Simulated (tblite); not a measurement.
Species: C5H8N (charge +1).
SMILES with atom numbers: `[CH3:1][N:2]([CH3:3])[c+:4]1[cH:5][cH:6]1` (hydrogens: H7, H8, H9 on C1; H10, H11, H12 on C3; H13 on C5; H14 on C6)

Cartesian coordinates in Å at the GFN2-xTB level; atoms count from 1:
```
atom  x, y, z in Å
C1    -1.1244    1.0782   -0.6032
N2    -0.3589   -0.0168   -0.0414
C3    -1.1198   -1.1850    0.3547
C4     0.9050    0.0436    0.0966
C5     2.1467    0.7196   -0.0306
C6     2.1471   -0.5153    0.4964
H7    -1.6535    0.7373   -1.4935
H8    -0.4728    1.9064   -0.8698
H9    -1.8609    1.4214    0.1240
H10   -0.4649   -1.9504    0.7635
H11   -1.8573   -0.9048    1.1074
H12   -1.6475   -1.5895   -0.5095
H13    2.6798    1.5909   -0.3338
H14    2.6808   -1.3361    0.9170
```

The geometry is computed with GFN2-xTB (gas phase).

Take the most abundant isotopes and a rigid rotor. The values belong to one conformer with, in the numbering `[CH3:1][N:2]([CH3:3])[c+:4]1[cH:5][cH:6]1`, C1–N2–C4–C5 0°.

(1) What are A, B and C (MHz)?

(2) Classify the top.

(3) What does the inertial defect say?

(4) List the rotational levels J(Ka,Kc) to J = 3 (MHz).

Results:

(1) Ia = 70.58, Ib = 175.95, Ic = 240.23 u·Å²; 505379 MHz·u·Å²/I gives A = 7160, B = 2872, C = 2104 MHz.

(2) An asymmetric top: κ = (2 × 2872 − 7160 − 2104)/(7160 − 2104) = -0.70.

(3) Not planar: Δ = Ic − Ia − Ib = -6.30 u·Å². For a rigid frame Δ = −2 Σ m c², so Σ m c² = 3.15 u·Å² lies off the ab plane, practically all of it from hydrogen. The atom farthest from that plane is 0.89 Å away.

(4) Above 0(0,0):
J = 1: 1(0,1) 4976, 1(1,1) 9264, 1(1,0) 10032
J = 2: 2(0,2) 14834, 2(1,2) 18447, 2(1,1) 20753, 2(2,1) 33617, 2(2,0) 33711
J = 3: 3(0,3) 29393, 3(1,3) 32167, 3(1,2) 36771, 3(2,2) 48545, 3(2,1) 49007, 3(3,1) 71961, 3(3,0) 71968
The levels of one J sum to (2J + 1)J(J + 1)(A + B + C)/3.

Its GFN2-xTB frequencies are all real (lowest 109 cm⁻¹). These are rigid-rotor constants of the computed structure; measured ground-state constants (B0) also hold zero-point vibration.
